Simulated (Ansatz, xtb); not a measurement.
**Two isomers of C5H10O**

Structure X is `CC(C)(C)C=O`, a singlet and structure Y is `CCCCC=O`, a singlet. Both are isolated molecules in the gas phase, relaxed with PBE-D3(BJ)/def2-SVP; the shapes shown needn't be the lowest conformers.

X (Å):

```yaml
atoms:
  - { symbol: C, position_ang: [-1.5997, -1.0334, 1.4749] }
  - { symbol: C, position_ang: [-0.9162, -0.4698, 0.2112] }
  - { symbol: C, position_ang: [0.2944, -1.3159, -0.1926] }
  - { symbol: C, position_ang: [-0.5186, 1.0019, 0.4517] }
  - { symbol: C, position_ang: [-1.9620, -0.4752, -0.9041] }
  - { symbol: O, position_ang: [-1.8668, -1.0592, -1.9629] }
  - { symbol: H, position_ang: [-2.5112, -0.4569, 1.7372] }
  - { symbol: H, position_ang: [-0.9061, -0.9766, 2.3387] }
  - { symbol: H, position_ang: [-1.8904, -2.0947, 1.3377] }
  - { symbol: H, position_ang: [0.7613, -0.9243, -1.1176] }
  - { symbol: H, position_ang: [1.0565, -1.3162, 0.6126] }
  - { symbol: H, position_ang: [-0.0035, -2.3637, -0.3941] }
  - { symbol: H, position_ang: [0.1812, 1.0706, 1.3096] }
  - { symbol: H, position_ang: [-1.4028, 1.6300, 0.6879] }
  - { symbol: H, position_ang: [-0.0156, 1.4348, -0.4366] }
  - { symbol: H, position_ang: [-2.8856, 0.1404, -0.6571] }
```

Y (Å):

```xyz
16

C     2.7601   -0.1614   -0.0481
C     1.8555    1.0458   -0.2944
C     1.1028    1.4974    0.9631
C     0.1963    2.7074    0.7412
C    -1.0543    2.4347   -0.0644
O    -1.3931    1.3460   -0.4845
H     3.5235    0.0547    0.7291
H     2.1736   -1.0370    0.3002
H     3.2974   -0.4655   -0.9688
H     1.1157    0.8040   -1.0859
H     2.4609    1.8963   -0.6814
H     1.8338    1.7328    1.7667
H     0.4834    0.6543    1.3388
H    -0.1533    3.1463    1.7053
H     0.7347    3.5482    0.2436
H    -1.6978    3.3515   -0.2486
```

Energies in hartree; the thermal terms are from GFN2-xTB frequencies at re-optimised GFN2-xTB minima (ideal gas, soft modes damped towards free rotors, one conformer each, 298.15 K, 1 atm) and include the zero-point energy:

```
                              X           Y
E, CCSD(T)/def2-SVP  −270.809681  −270.804039
    E, MP2/def2-SVP  −270.715094  −270.708382
  E, MP2/def2-TZVPP  −271.218863  −271.211659
  zero-point energy     0.138283     0.139152
       H(298 K) − E     0.147143     0.147671
       G(298 K) − E     0.106931     0.107293
```

Correct the CCSD(T) difference for the basis set by the MP2 change, then work out ΔE, ΔE₀, ΔH and ΔG for X → Y in kcal/mol (1 Eh = 627.51 kcal/mol) and the equilibrium ratio [Y]/[X].

1. Differences Y − X: CCSD(T) +0.005642, MP2 in the small set +0.006712, MP2 in the large set +0.007204 Eh.
2. ΔE = +0.005642 + (+0.007204 − (+0.006712)) = +0.006134 Eh = +3.85 kcal/mol.
3. ΔE₀ = ΔE + ΔZPE = +0.006134 + (+0.000869) Eh = +4.39 kcal/mol.
4. ΔH = ΔE + (+0.000528) Eh = +4.18 kcal/mol.
5. ΔG = ΔE + (+0.000362) Eh = +4.08 kcal/mol, so ΔS = (ΔH − ΔG)/T = +1.5 J/(mol K).
6. kT = 0.9442 mEh, so K = [Y]/[X] = exp(−ΔG/kT) = exp(−6.88) ≈ 0.001.

Structure X is favoured at this temperature. An error of 1 kcal/mol in ΔG would change K by a factor of 5.4. Mirror images and further conformers aren't counted.

As drawn, both hold the same kinds of bond in the same numbers. Structure X has 3 methyl groups, Y 1.

Other levels gave ΔE = +3.1 (GFN2-xTB); +0.6 (HF/STO-3G, GFN2-xTB geometries); +2.5 (r2SCAN-D4/def2-SVP, GFN2-xTB geometries); +1.5 (PBE-D3(BJ)/def2-SVP); +0.5 (HF/def2-SVP); +4.2 (MP2/def2-SVP); +3.5 (CCSD(T)/def2-SVP) kcal/mol. The correlated steps freeze 6 core orbitals. Programs: Ansatz 0.2.0, xtb 6.7.1.
